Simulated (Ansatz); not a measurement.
System: SO2, net charge -1, doublet state. SMILES of the parent species: O=S=O

Atoms: O1, S2, O3. Bonds: O1-S2, S2-O3.

Bond lengths (Å) and angles (degrees) optimised at HF/STO-3G with Ansatz (a program for electronic structure); HF/6-31G* with Ansatz; PBE/6-31G* with Ansatz; B3LYP/LANL2DZ with Ansatz; B3LYP/6-31G* with Ansatz; MP2/6-31G* with Ansatz, each started from the B3LYP-D3(BJ)/def2-TZVP structure (Ansatz) of the last column. A row stands for all coordinates that are equal there. 6-31G* holds six Cartesian d functions. No wavenumbers were computed at HF/STO-3G, PBE/6-31G*, B3LYP/LANL2DZ, MP2/6-31G*, so these may be saddle points.

```
coordinate       HF/STO-3G  HF/6-31G*  PBE/6-31G*  B3LYP/LANL2DZ  B3LYP/6-31G*  MP2/6-31G*  B3LYP-D3(BJ)/def2-TZVP
----------  --------------  ---------  ----------  -------------  ------------  ----------  ----------------------
O1-S2       1.685 to 1.757      1.495       1.562          1.699         1.544       1.543                   1.518
O1-S2-O3             102.5      115.6       117.1          113.6         116.7       117.1                   114.1
```

A range marks coordinates that this level makes unequal.

Mean signed difference of all 2 bond lengths from B3LYP-D3(BJ)/def2-TZVP: HF/STO-3G 0.203 Å, HF/6-31G* -0.024 Å, PBE/6-31G* 0.044 Å, B3LYP/LANL2DZ 0.180 Å, B3LYP/6-31G* 0.026 Å, MP2/6-31G* 0.024 Å.
